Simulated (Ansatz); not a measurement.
A nudged elastic band was laid between two geometries of CH₇NSi (10 atoms, charge 0, multiplicity 1).

The calculation used RKS r2SCAN-D4/def2-SVP (Ansatz 0.2.0).

* movable images: 5
* climbing image: yes
* spring: 5.0 eV/Å²
* optimiser: quadratic models (default)
* start path: through a guess of the saddle point
* force threshold: 0.05 eV/Å
* iteration limit: 60
* end points: relaxed

Image 0:

```xyz
10
Properties=species:S:1:pos:R:3
Si -0.777 1.175 -0.010
N 0.540 0.103 -0.352
C 0.583 -1.281 0.076
H -2.045 0.549 -0.496
H -0.507 2.452 -0.735
H -0.996 1.511 1.440
H 1.459 0.520 -0.470
H 1.220 -1.884 -0.593
H 0.952 -1.428 1.112
H -0.429 -1.717 0.028
```

Image 6:

```xyz
10
Properties=species:S:1:pos:R:3
Si -0.740 1.811 0.061
N -0.083 0.056 -0.747
C 0.420 -0.990 0.165
H -0.861 -0.304 -1.307
H 0.530 1.837 0.928
H -1.526 0.990 1.096
H 0.638 0.312 -1.427
H 0.750 -1.891 -0.378
H 1.255 -0.572 0.742
H -0.382 -1.249 0.868
```

(1) What changes between the two ends?

(2) What energy profile does the band end with?

(3) What is the geometry of the highest image?

Results:

(1) Bonds broken: Si1–H4. Bonds formed: N2–H4.

(2) The run converged. The highest image is number 2 of 0 to 6, 2.79 eV above the first end and 1.47 eV above the last; the last end lies 1.32 eV above the first. Neighbouring images differ by up to 2.5 eV, so the band resolves the path poorly. A vibrational analysis at the climbing image gives one clearly imaginary mode, 1402i cm⁻¹: a first-order saddle point. The orbitals stay closed-shell, which can raise the energy where a bond breaks towards radicals; this wasn't checked here.

| image | path coordinate (Å) | energy (eV) | Si1–H4 (Å) | N2–H4 (Å) |
| --- | --- | --- | --- | --- |
| 0 | 0.00 | 0.00 | 1.50 | 2.63 |
| 1 | 1.03 | 0.32 | 1.48 | 2.40 |
| 2 | 2.06 | 2.79 | 1.61 | 1.41 |
| 3 | 2.91 | 1.46 | 2.34 | 1.02 |
| 4 | 3.76 | 1.39 | 2.56 | 1.02 |
| 5 | 4.61 | 1.35 | 2.55 | 1.02 |
| 6 | 5.46 | 1.32 | 2.52 | 1.02 |

(3) 
```xyz
10
Properties=species:S:1:pos:R:3:forces:R:3
Si -1.035 1.277 0.112 0.00 0.00 0.00
N 0.309 0.076 -0.542 0.00 0.00 0.00
C 0.470 -1.190 0.140 0.00 0.00 0.00
H -0.984 0.195 -1.085 0.00 0.00 0.00
H -0.441 2.610 -0.253 0.00 0.00 0.00
H -0.943 1.210 1.620 0.00 0.00 0.00
H 1.155 0.437 -0.987 0.00 0.00 0.00
H 0.963 -1.944 -0.496 0.00 0.00 0.00
H 1.037 -1.094 1.086 0.00 0.00 0.00
H -0.532 -1.576 0.406 0.00 0.00 0.00
```

Run time: 2.3 min on 2 threads of Arm Neoverse V1, with other jobs on the host, peak memory 0.13 GiB.
